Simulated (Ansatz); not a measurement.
# NH (triplet): how energies converge with the basis set

One table from this session's results is given with a row withheld; the runs are named, their logs left out.

Computed with Ansatz 0.2.0, Gaussian basis. Level: one geometry, several basis sets.

The runs, in order: PBE0-D4/def2-SVP; ωB97M-V/def2-SVP; PBE0-D4/def2-QZVPP; ωB97M-V/def2-QZVPP; CCSD(T)/cc-pV(D+d)Z; CCSD(T)/cc-pV(T+d)Z; CCSD(T)/cc-pV(Q+d)Z; the functionals' def2-TZVPP values are taken from earlier runs.

## Structure used throughout

An earlier PBE0-D4 in a triple-zeta def2 set relaxation fixed the geometry.

SMILES `[NH] m3`, 2 atoms, charge 0, spin multiplicity 3.

Atoms are counted from 1 here; the program's logs count them from 0.

Bond lengths: N1–H2 1.040 Å.

The first run:

File in.yaml:

```yaml
crystal:
  periodic: [false, false, false]
  atoms:
    - {symbol: N, position_ang: [0.000000, -0.000000, 0.130015]}
    - {symbol: H, position_ang: [-0.000000, 0.000000, -0.909587]}
basis:
  gaussian: {orbitals: def2-SVP}
magnetization: {spin_polarized: true, initial_magnetization: 2}
hamiltonian: {xc: pbe0, dispersion: d4}
output: {orbitals: {seedname: orbitals}}
```

On the command line:

```sh
> ansatz run in.yaml --threads 2 --pin off --events-out ev --progress --plain --max-ram 22528MiB --backend cpu
```

Steps of the session up to this table: PBE0-D4 in def2-SVP; ωB97M-V in def2-SVP; PBE0-D4 in def2-QZVPP; ωB97M-V in def2-QZVPP.

One of the session's tables, all rows but one given; the rest of the session is left out.

```
functional       basis  HOMO (eV)  LUMO (eV)
   PBE0-D4    def2-SVP      -9.47      -1.91
   PBE0-D4  def2-TZVPP      -9.71      -2.42
   PBE0-D4  def2-QZVPP          ?          ?
   ωB97M-V    def2-SVP     -11.66       0.46
   ωB97M-V  def2-TZVPP     -11.94      -0.27
   ωB97M-V  def2-QZVPP     -11.98      -0.45
```

Estimate the missing values for PBE0-D4, def2-QZVPP.

The run gave: HOMO (eV): -9.75; LUMO (eV): -2.52. In the column «HOMO (eV)» it lies between ωB97M-V, def2-SVP (-11.66) and PBE0-D4, def2-TZVPP (-9.71).
